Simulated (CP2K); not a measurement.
# singlet CH4BO+ at 5 levels

We compute a comparison of 5 runs (B3LYP/6-31G*, PBE0/TZV2P-MOLOPT-PBE0-GTH, AM1, PM6, GFN1-xTB) of singlet CH4BO+. 

The results are computed with CP2K 2026.2.

1 further run of the same task is left out (set aside as unsound or not needed).

**1. The structure to begin with**

CH4BO+ has 7 atoms, charge +1, and is taken as a singlet. SMILES of the parent species: `[BH]OC`. The shape is that of a PBE0-D4/def2-TZVP optimisation. This is one conformer, not always the lowest. That shape belongs to the parent species and isn't relaxed for this state.

Bond lengths: B1–O2 1.320 Å, O2–C3 1.426 Å, B1–H4 1.207 Å, C3–H5 1.093 Å, C3–H6 1.090 Å, C3–H7 1.090 Å. Angles: B1–O2–C3 124.1°, O2–B1–H4 124.7°, O2–C3–H5 110.9°, O2–C3–H6 108.4°, O2–C3–H7 108.4°, H5–C3–H6 109.9°, H5–C3–H7 109.9°, H6–C3–H7 109.2°.

**2. A single-point energy at B3LYP/6-31G(d) (spherical functions) (run 1)**

molecule.xyz

```xyz
7

B     -1.319600    -1.025700    -0.172900
O     -0.272400    -0.707100     0.564500
C      0.642200     0.338600     0.243900
H     -1.628500    -0.474200    -1.201600
H      0.357800     0.834000    -0.687600
H      0.643000     1.059300     1.062300
H      1.638900    -0.092800     0.145600
```

job.inp

```
&GLOBAL
  PROJECT job
  RUN_TYPE ENERGY
  PRINT_LEVEL MEDIUM
&END GLOBAL

&FORCE_EVAL
  METHOD Quickstep
  &DFT
    BASIS_SET_FILE_NAME ./6_31gs.basis
    POTENTIAL_FILE_NAME POTENTIAL
    CHARGE 1
    &QS
      METHOD GAPW
      EPS_DEFAULT 1.0E-10
    &END QS
    &MGRID
      CUTOFF 280
      REL_CUTOFF 50
      NGRIDS 4
    &END MGRID
    &POISSON
      PERIODIC NONE
      POISSON_SOLVER MULTIPOLE
    &END POISSON
    &SCF
      SCF_GUESS ATOMIC
      EPS_SCF 1.0E-07
      MAX_SCF 100
      ADDED_MOS 10
      &DIAGONALIZATION
        ALGORITHM STANDARD
      &END DIAGONALIZATION
      &MIXING
        METHOD DIRECT_P_MIXING
        ALPHA 0.4
      &END MIXING
    &END SCF
    &XC
      &XC_FUNCTIONAL
        &HYB_GGA_XC_B3LYP
        &END HYB_GGA_XC_B3LYP
      &END XC_FUNCTIONAL
      &HF
        FRACTION 0.2
        &SCREENING
          EPS_SCHWARZ 1.0E-10
        &END SCREENING
        &MEMORY
          MAX_MEMORY 1050
        &END MEMORY
      &END HF
    &END XC
    &PRINT
      &MOMENTS
        PERIODIC F
        REFERENCE COM
        MAX_MOMENT 1
      &END MOMENTS
      &MO ON
        ENERGIES T
        OCCUPATION_NUMBERS T
        NDIGITS 6
        &EACH
          QS_SCF 0
        &END EACH
        ADD_LAST NUMERIC
      &END MO
      &LOWDIN ON
      &END LOWDIN
      &HIRSHFELD OFF
      &END HIRSHFELD
    &END PRINT
  &END DFT
  &SUBSYS
    &CELL
      ABC 10.3 9.1 9.3
      PERIODIC NONE
    &END CELL
    &TOPOLOGY
      COORD_FILE_NAME molecule.xyz
      COORD_FILE_FORMAT XYZ
      &CENTER_COORDINATES
      &END CENTER_COORDINATES
    &END TOPOLOGY
    &KIND B
      BASIS_SET 6-31Gs
      POTENTIAL ALL
      LEBEDEV_GRID 194
      RADIAL_GRID 100
    &END KIND
    &KIND O
      BASIS_SET 6-31Gs
      POTENTIAL ALL
      LEBEDEV_GRID 194
      RADIAL_GRID 100
    &END KIND
    &KIND C
      BASIS_SET 6-31Gs
      POTENTIAL ALL
      LEBEDEV_GRID 194
      RADIAL_GRID 100
    &END KIND
    &KIND H
      BASIS_SET 6-31Gs
      POTENTIAL ALL
      LEBEDEV_GRID 194
      RADIAL_GRID 100
    &END KIND
  &END SUBSYS
&END FORCE_EVAL
```

Started as:

```
$ OMP_NUM_THREADS=1 cp2k.psmp job.inp > job.out
```

Log:

```text
CP2K| version string:                                       CP2K version 2026.2
[...]
 GLOBAL| Method name                                                        CP2K
[...]
 GLOBAL| Run type                                                         ENERGY
[...]
 DFT| Spin restricted Kohn-Sham (RKS) calculation                            RKS
 DFT| Multiplicity                                                             1
[...]
 DFT| Charge                                                                   1
[...]
 FUNCTIONAL| HYB_GGA_XC_B3LYP:
[...]
 QS| Method:                                                                GAPW
[...]
 QS| Density cutoff [a.u.]:                                                140.0
[...]
 QS| Relative density cutoff [a.u.]:                                        25.0
[...]
                             - Atoms:                                          7
[...]
                             - Spherical basis functions:                     50
[...]
 Number of electrons:                                                         22
[...]
     1 P_Mix/Diag. 0.40E+00    2.8     0.72399554      -137.0012523131 -1.37E+02
[...]
    16 DIIS/Diag.  0.54E-07    1.1     0.00000002      -140.2417560273  1.22E-12
  *** SCF run converged in    16 steps ***
[...]
  Overlap energy of the core charge distribution:               0.00001607125836
  Self energy of the core charge distribution:               -123.91710049120425
  Core Hamiltonian energy:                                    -18.53061457916646
  Hartree energy:                                              42.93016319439626
  Exchange-correlation energy:                                 -6.31494357582879
  Hartree-Fock Exchange energy:                                -3.67887025875861
[...]
 ENERGY| Total FORCE_EVAL ( QS ) energy [hartree]           -140.241756027338624
[...]
```

Wall time 20 s (1 thread of Arm Neoverse V1, shared host); peak memory 0.52 GiB.

**3. A single-point energy at PBE0/TZV2P-MOLOPT-PBE0-GTH (core potential) (run 2)**

molecule.xyz is that of step 2.

gas.inp

```
&GLOBAL
   PROJECT gas
   RUN_TYPE ENERGY
   PRINT_LEVEL MEDIUM
&END GLOBAL
&FORCE_EVAL
   METHOD QS
   &DFT
      BASIS_SET_FILE_NAME BASIS_MOLOPT_UZH
      BASIS_SET_FILE_NAME BASIS_ADMM_UZH
      POTENTIAL_FILE_NAME POTENTIAL_UZH
      CHARGE 1
      # Quickstep
      &QS
         METHOD GPW
         EPS_DEFAULT 1.0E-10
      &END QS
      &MGRID
         CUTOFF 400
         REL_CUTOFF 50
         NGRIDS 4
      &END MGRID
      # no periodic images
      &POISSON
         PERIODIC NONE
         POISSON_SOLVER MULTIPOLE
      &END POISSON
      &SCF
         SCF_GUESS ATOMIC
         EPS_SCF 1.0E-06
         MAX_SCF 100
         ADDED_MOS 10
         &DIAGONALIZATION
            ALGORITHM STANDARD
         &END DIAGONALIZATION
         &MIXING
            METHOD DIRECT_P_MIXING
            ALPHA 0.4
         &END MIXING
      &END SCF
      # exchange and correlation
      &XC
         &XC_FUNCTIONAL
            &PBE
               SCALE_X 0.75
               SCALE_C 1.0
            &END PBE
         &END XC_FUNCTIONAL
         &HF
            FRACTION 0.25
            &SCREENING
               EPS_SCHWARZ 1.0E-09
            &END SCREENING
            &MEMORY
               MAX_MEMORY 1050
            &END MEMORY
         &END HF
      &END XC
      &AUXILIARY_DENSITY_MATRIX_METHOD
         ADMM_TYPE ADMMS
         EXCH_CORRECTION_FUNC PBEX
      &END AUXILIARY_DENSITY_MATRIX_METHOD
      &PRINT
         &MOMENTS
            PERIODIC F
            REFERENCE COM
            MAX_MOMENT 1
         &END MOMENTS
         &MO ON
            ENERGIES T
            OCCUPATION_NUMBERS T
            NDIGITS 6
            &EACH
               QS_SCF 0
            &END EACH
            ADD_LAST NUMERIC
         &END MO
         &HIRSHFELD OFF
         &END HIRSHFELD
      &END PRINT
   &END DFT
   &SUBSYS
      &CELL
         ABC 10.3 9.1 9.3
         PERIODIC NONE
      &END CELL
      &TOPOLOGY
         COORD_FILE_NAME molecule.xyz
         COORD_FILE_FORMAT XYZ
         &CENTER_COORDINATES
         &END CENTER_COORDINATES
      &END TOPOLOGY
      &KIND B
         BASIS_SET ORB TZV2P-MOLOPT-PBE0-GTH-q3
         BASIS_SET AUX_FIT admm-tzp-q3
         POTENTIAL GTH-PBE0-q3
      &END KIND
      &KIND O
         BASIS_SET ORB TZV2P-MOLOPT-PBE0-GTH-q6
         BASIS_SET AUX_FIT admm-tzp-q6
         POTENTIAL GTH-PBE0-q6
      &END KIND
      &KIND C
         BASIS_SET ORB TZV2P-MOLOPT-PBE0-GTH-q4
         BASIS_SET AUX_FIT admm-tzp-q4
         POTENTIAL GTH-PBE0-q4
      &END KIND
      &KIND H
         BASIS_SET ORB TZV2P-MOLOPT-PBE0-GTH-q1
         BASIS_SET AUX_FIT admm-tzp-q1
         POTENTIAL GTH-PBE0-q1
      &END KIND
   &END SUBSYS
&END FORCE_EVAL
```

Started as:

```
$ OMP_NUM_THREADS=1 cp2k.psmp -i gas.inp -o gas.out
```

Log:

```text
CP2K| version string:                                       CP2K version 2026.2
[...]
 GLOBAL| Method name                                                        CP2K
[...]
 GLOBAL| Run type                                                         ENERGY
[...]
 DFT| Spin restricted Kohn-Sham (RKS) calculation                            RKS
 DFT| Multiplicity                                                             1
[...]
 DFT| Charge                                                                   1
[...]
 FUNCTIONAL| PBE:
 QS| Method:                                                                 GPW
[...]
 QS| Density cutoff [a.u.]:                                                200.0
[...]
 QS| Relative density cutoff [a.u.]:                                        25.0
[...]
                             - Atoms:                                          7
[...]
                             - Spherical basis functions:                    143
[...]
 Number of electrons:                                                         16
[...]
     1 P_Mix/Diag. 0.40E+00    3.7     3.59106222       -23.5644282065 -2.36E+01
[...]
  *** SCF run converged in    16 steps ***
[...]
  Overlap energy of the core charge distribution:               0.00000235473472
  Self energy of the core charge distribution:                -66.39037669638439
  Core Hamiltonian energy:                                     19.55132349984273
  Hartree energy:                                              27.67205810978564
  Exchange-correlation energy:                                 -5.67709044491553
  Hartree-Fock Exchange energy:                                -1.69794722085232
  Total energy:                                               -26.54203039778916
[...]
 ENERGY| Total FORCE_EVAL ( QS ) energy [hartree]            -26.542030397789159
[...]
```

Wall time 39 s (1 thread of Arm Neoverse V1, shared host); peak memory 0.89 GiB.

Runs 3 to 4 aren't shown in full; the table further down has their settings and results.

**4. A single-point energy at GFN1-xTB (run 5)**

molecule.xyz is that of step 3.

molecule.inp

```
&FORCE_EVAL
  METHOD QUICKSTEP
  &DFT
    CHARGE 1
    &QS
      METHOD XTB
      EPS_DEFAULT 1.0E-10
      &XTB
        GFN_TYPE 1
        CHECK_ATOMIC_CHARGES F
      &END XTB
    &END QS
    ! cluster boundary conditions
    &POISSON
      PERIODIC NONE
      POISSON_SOLVER ANALYTIC
    &END POISSON
    ! SCF settings
    &SCF
      SCF_GUESS ATOMIC
      EPS_SCF 1.0E-06
      MAX_SCF 50
      &OT
        MINIMIZER DIIS
        PRECONDITIONER FULL_ALL
      &END OT
      &OUTER_SCF
        EPS_SCF 1.0E-06
        MAX_SCF 5
      &END OUTER_SCF
    &END SCF
    &PRINT
      &MOMENTS
        PERIODIC F
        REFERENCE COM
        MAX_MOMENT 1
      &END MOMENTS
      &MO_CUBES
        NLUMO 3
        NHOMO -1
        WRITE_CUBE F
      &END MO_CUBES
      &HIRSHFELD OFF
      &END HIRSHFELD
    &END PRINT
  &END DFT
  &SUBSYS
    &CELL
      ABC 15.3 14.1 14.3
      PERIODIC NONE
    &END CELL
    &TOPOLOGY
      COORD_FILE_NAME molecule.xyz
      COORD_FILE_FORMAT XYZ
      &CENTER_COORDINATES
      &END CENTER_COORDINATES
    &END TOPOLOGY
  &END SUBSYS
&END FORCE_EVAL

&GLOBAL
  PROJECT molecule
  RUN_TYPE ENERGY
  PRINT_LEVEL MEDIUM
&END GLOBAL
```

Started as:

```
$ OMP_NUM_THREADS=1 cp2k.psmp -i molecule.inp > molecule.out 2>&1
```

Log:

```text
CP2K| version string:                                       CP2K version 2026.2
[...]
 GLOBAL| Method name                                                        CP2K
[...]
 GLOBAL| Run type                                                         ENERGY
[...]
                             - Atoms:                                          7
[...]
                             - Spherical basis functions:                     20
[...]
 Number of electrons:                                                         16
[...]
     1 OT DIIS     0.15E+00    0.0     0.24470273        -9.6594836857 -9.66E+00
[...]
    20 OT DIIS     0.15E+00    0.0     0.00000015        -9.8356534911 -9.33E-12
  *** SCF run converged in    20 steps ***
[...]
 TB_DIPOLE| Moment [Debye]         -2.03759891       0.30531846      -2.59769729
 TB_DIPOLE| Derivative [a.u.]       0.00000000       0.00000000       0.00000000
[...]
 ENERGY| Total FORCE_EVAL ( QS ) energy [hartree]             -9.835653491101706
[...]
```

It took 0.52 s on 1 thread of Arm Neoverse V1, shared host.

**5. The series**

```
run                                        level  core potential  scheme  energy (Eh)  HOMO energy (eV)  wall time
  1           B3LYP/6-31G* (spherical functions)            none    GAPW  -140.241756            -15.93       20 s
  2  PBE0/TZV2P-MOLOPT-PBE0-GTH (core potential)        GTH-PBE0     GPW   -26.542030            -16.16       39 s
  3                                          AM1               –       –   -20.707427            -17.83      0.3 s
  4                                          PM6               –       –   -18.918367                 –     0.62 s
  5                                     GFN1-xTB               –       –    -9.835653            -19.90     0.52 s
```

**6. Results**

| quantity | value |
| --- | --- |
| run 5: total energy | -9.83565 Eh |
| run 5: HOMO energy | -19.90 eV |
| run 5: dispersion energy | -3.47 kJ/mol |

What this shows: Totals of different functionals can't be ranked against each other. Some runs of one species differ in core potentials or relativity; totals across that change don't compare. Force-field and semi-empirical energies have zeros of their own, so their totals don't compare. All runs together took 61 s, the longest 39 s.
